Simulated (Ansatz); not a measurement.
Geometry optimisation, Ansatz 0.2.0, RKS PBE-D4/def2-SVP.

input.yaml

```yaml
crystal:
  periodic: [false, false, false]
  atoms:
    - { symbol: Si, position_ang: [0.0, 0.0, 0.0] }
    - { symbol: H, position_ang: [0.9994, 0.0, 1.3254] }
    - { symbol: H, position_ang: [1.5827, 0.0, 0.5009] }
    - { symbol: O, position_ang: [-0.7913, 1.3709, -0.5594] }
    - { symbol: H, position_ang: [-1.7491, 1.1401, -0.7818] }
    - { symbol: O, position_ang: [-0.7913, -1.3709, -0.5594] }
    - { symbol: H, position_ang: [-1.2459, -1.8365, 0.2129] }
basis:
  gaussian: { orbitals: def2-SVP }
hamiltonian:
  xc: pbe
  dispersion: d4
relax:
  f_tol: 0.15
  max_steps: 25
  restrain:
    - { distance: [1, 2], at: 1.86, k: 30.0 }
    - { distance: [0, 1], at: 1.46, k: 30.0 }
    - { distance: [0, 2], at: 1.46, k: 30.0 }
```

Command:

```bash
$ ansatz run input.yaml --threads 1 --pin off --max-ram 2048MiB --backend cpu --events-out ev --progress --plain --runs-dir out
```

Problem. Where does it end, and by what steps?

Solution. It converged. The restraints hold the end off the free minimum; the threshold counts their pulls, which the force column leaves out. Restrained pairs: H2–H3 (1.01 → 1.92 Å), Si1–H2 (1.66 → 1.46 Å), Si1–H3 (1.66 → 1.45 Å). After 11 steps the energy has fallen by 3.997 eV (the restraints' own energy left out); H2 moved furthest, 0.69 Å.

```tsv
step	energy less start (eV)	largest force component (eV/Å)	accepted
0	0.0000	4.422	yes
1	-1.7806	3.592	yes
2	-3.1396	2.378	yes
3	-3.8807	1.613	yes
4	-3.9796	1.571	yes
5	-3.9778	1.551	yes
6	-3.8035	3.032	no
7	-3.9929	1.509	yes
8	-3.9967	1.547	yes
9	-3.9696	1.470	no
10	-3.9938	1.520	no
11	-3.9974	1.537	yes
```

```xyz
7
Properties=species:S:1:pos:R:3
Si 0.044 -0.017 0.076
H 0.335 0.025 1.504
H 1.494 -0.014 -0.033
O -0.595 1.337 -0.655
H -1.564 1.404 -0.599
O -0.826 -1.363 -0.413
H -0.884 -2.067 0.259
```

The run took 15 s on 1 thread of Arm Neoverse V2, on a shared host, peak memory 0.11 GiB.
